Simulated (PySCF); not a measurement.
Gas-phase reaction: 2 BCl2NH2 = BCl + 2 H + BCl3 + 2 NH

Method: PySCF energies plus ideal-gas RRHO corrections (1 bar). † marks an energy on the PBE0/def2-TZVP geometry and frequencies; other levels use their own. MP2 and CCSD(T) freeze the core. 6-31G* has spherical d functions here. Open shells (unrestricted): H (multiplicity 2), NH (multiplicity 3); the rest are closed-shell singlets. BCl2NH2: computed as isolated molecules; such fragments, hydroxides, amides, oligomers or adducts are transient or little studied in the gas. MP2 isn't extrapolated to the basis-set limit; its ΔH°(298 K) is 1722.1 kJ in def2-SVP and 1768.3 kJ in def2-TZVPP. CCSD(T) isn't extrapolated to the basis-set limit; its ΔH°(298 K) is 1657.3 kJ in def2-SVP and 1698.4 kJ in def2-TZVPP. The harmonic model lacks anharmonicity and excited electronic states, which grow with temperature; levels with a mode under 35 cm⁻¹ are left out. Internal rotation in BCl2NH2 is treated as a harmonic vibration of one conformer, which makes the entropy rough.

```tsv
level	ΔE electronic, kJ	ΔH°(298 K), kJ	ΔS°(298 K), J/K	ΔG°(1800 K), kJ
BLYP/def2-TZVP†	1794	1703	506	755
CCSD(T)/def2-SVP†	1748	1657	506	709
CCSD(T)/def2-TZVPP†	1789	1698	506	750
HF/6-31G*	1376	1278	509	319
HF/def2-TZVP†	1379	1288	506	339
MP2/def2-TZVPP†	1859	1768	506	820
PBE/def2-SVP	1879	1792	505	850
LDA/def2-TZVP†	2118	2027	506	1078
```
ΔH° is lowest at HF/6-31G* and highest at LDA/def2-TZVP†. No reference value is set beside these.
